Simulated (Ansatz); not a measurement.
Total energies of C4H8S (`CC/C=C/S`).

Cartesian coordinates in Å:
```
C 1.722 0.260 -0.736
C 0.884 -0.208 0.449
C -0.561 -0.361 0.105
C -1.541 0.324 0.683
S -3.257 0.244 0.361
H 1.392 1.241 -1.084
H 1.636 -0.435 -1.576
H 2.779 0.329 -0.468
H 0.988 0.495 1.281
H 1.275 -1.169 0.804
H -0.799 -1.074 -0.684
H -1.319 1.042 1.469
H -3.201 -0.687 -0.605
```

The species carries charge 0 and has multiplicity 1. Geometry: relaxed with PBE0-D4/def2-TZVP. It is one conformer, not always the lowest. Basis def2-TZVPP, Ansatz.

RPA on PBE orbitals: Hartree–Fock energy of these orbitals -553.65737 Eh, correlation -1.43740 Eh (frozen core).

```csv
functional,energy without D4 (Eh),D4 term (kJ/mol)
LDA (SPW92),-552.61933,–
PBE,-555.09032,-24.6
revPBE,-555.36345,-82.4
BLYP,-555.39278,-54.7
r2SCAN,-555.35515,-6.4
B97M-V,-555.38733,–
PBE0,-555.14776,-20.7
B3LYP,-555.51000,-39.1
r2SCAN0,-555.33666,-7.4
CAM-B3LYP,-555.39860,-20.7
LC-ωPBE,-555.26445,–
ωB97X-V,-555.37612,–
ωB97M-V,-555.37114,–
B2PLYP,-555.20426,–
```

Q: Give the same for r2SCANh, HSE06 (plane-wave form), BHLYP, PBE-QIDH. (Estimate.)

A: Ansatz gave: 
```
             functional  energy without D4 (Eh)  D4 term (kJ/mol)
                r2SCANh              -555.34731              -6.7
HSE06 (plane-wave form)              -555.13055             -19.1
                  BHLYP              -555.37751             -27.7
               PBE-QIDH              -555.03848                 –
```

B3LYP takes the VWN-RPA correlation (the form of Gaussian; ORCA's B3LYP/G). HSE06 is the plane-wave form, built on full-range PBE exchange. The double hybrids freeze the cores in their second-order part.

LC-ωPBE has ω = 0.4 bohr⁻¹.
